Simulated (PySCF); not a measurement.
# Telling isomers of C5H4O2 apart by NMR

PySCF calculation with NMR shieldings at PBE0/pcSseg-1/GIAO, PBE0-D3(BJ)/def2-SVP structure and J couplings at B3LYP/pcJ-1 (spin–dipole term left out of most H,H and C,H couplings); fast rotation and ring inversion assumed for equivalent nuclei, one computed conformer, relativity neglected, in vacuum.

Shifts are taken against calculated references (same method and geometry level): ¹H (31.27 ppm) and ¹³C (184.41 ppm) vs TMS. Multiplet labels drop J under 1 Hz and among equivalent protons, and merge close values. Unscaled 3J(H,H) run several per cent high. Shifts are as computed. Against solution values, carbons near 30 ppm lie about +2 ppm off and those near 130 ppm about +5 ppm (rms about the fit 1.9 ppm; single classes can miss by 10 ppm). Of 1328 compounds with measured shifts, 309 miss one by over three times the rms of a fit or turn the order of signals round; such compounds aren't used in these exercises. Signals without a measured value on file couldn't be tested in this way; 1H shifts scatter by 0.2 ppm about their fit, and single ones miss by 0.5 ppm.

(1) Tabulate the signals of `O=Cc1ccoc1`, `O=c1ccocc1` and their relative energies.

(2) What is the quickest way to tell O=Cc1ccoc1 from O=c1ccocc1?

Answers

(1) 
```tsv
SMILES	carbon types	δC	δH	E rel. (kcal/mol)
O=Cc1ccoc1	1×C 4×CH	187.3, 150.8, 147.4, 131.6, 116.1	9.97 (s, 1H), 8.17 (d, 1H), 7.39 (dd, 1H), 6.81 (d, 1H)	3.3
O=c1ccocc1	1×C 4×CH	174.2, 158.9, 126.6	7.52 (d, 2H), 6.21 (d, 2H)	0.0
```

Energies are electronic energies at PBE0/pcSseg-1 on these geometries, without zero-point or thermal terms, each for the one conformer computed, which needn't be the lowest.

(2) Count the carbon signals: 5 against 3. The first has a substituted aromatic carbon (C) at 131.6 ppm, the second a ring carbonyl carbon (C) at 174.2 ppm. Their most deshielded carbons lie at 187.3 and 174.2 ppm. In the proton spectra the most deshielded non-exchanging signals are 9.97 (s, 1H) and 7.52 (d, J = 7.0 Hz, 2H).
